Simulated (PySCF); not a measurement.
carbon tetrachloride cation (CCl4), SMILES ClC(Cl)(Cl)Cl (connectivity only; charge and spin as stated), charge +1, multiplicity 2.

Geometry optimised at B3LYP-D3(BJ)/def2-SVP. The spin state was assumed, not searched.

All values below come from PBE/def2-TZVP (PySCF).

Task: Estimate the frontier levels, dipole moment and polarisability. (Estimate from the structure and the level; the computed values follow.)

Result: 
```yaml
"α spin, highest occupied and lowest empty level": -13.68 and -8.51 eV
"β spin, highest occupied and lowest empty level": -13.47 and -13.40 eV
dipole_moment_about_the_centre_of_nuclear_charge: 0.00 D
mean_static_polarisability: 79.2 bohr³ (11.73 Å³)
polarisability_principal_values: 70.0, 83.7, 83.7 bohr³
"⟨S²⟩": 0.751 (pure state 0.75)
```
